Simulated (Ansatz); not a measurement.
The same path of C₂H₅N (8 atoms, charge 0, multiplicity 1) was run twice with different band settings. The coordinate that changes most is the dihedral H5–C1–C2–N3.

Method: RKS r2SCANh-D4/def2-SVP in Ansatz 0.2.0.

Relaxed end points:

```xyz
8
Properties=species:S:1:pos:R:3
C -0.952 0.439 -0.575
C 0.173 0.373 0.155
N 0.784 -0.765 0.638
H -1.478 -0.460 -0.907
H -1.380 1.406 -0.834
H 0.666 1.299 0.471
H 0.497 -1.639 0.214
H 1.783 -0.710 0.782
```

```xyz
8
Properties=species:S:1:pos:R:3
C -0.952 0.438 -0.575
C 0.172 0.374 0.156
N 0.785 -0.765 0.638
H -1.383 1.404 -0.833
H -1.475 -0.461 -0.909
H 0.663 1.300 0.475
H 0.497 -1.638 0.213
H 1.784 -0.709 0.780
```

Common settings: spring 5.0 eV/Å²; optimiser quadratic models (default); start path IDPP; force threshold 0.03 eV/Å; iteration limit 60; end points relaxed.

| run | movable images | climbing image |
| --- | --- | --- |
| 1 | 7 | yes |
| 2 | 4 | no |

(1) What does each run give, and how far can it be trusted?

## Answers

(1) Run 1: converged after 12 iterations, highest image 2.560 eV above the first end. Neighbouring images differ by up to 1.2 eV, so the band resolves the path poorly. A vibrational analysis at the climbing image gives one clearly imaginary mode, 1255i cm⁻¹: a first-order saddle point.
Run 2: converged after 8 iterations, highest image 2.131 eV above the first end. Neighbouring images differ by up to 1.7 eV, so the band resolves the path poorly. No image climbed, so the highest image needn't sit at the top of the path.
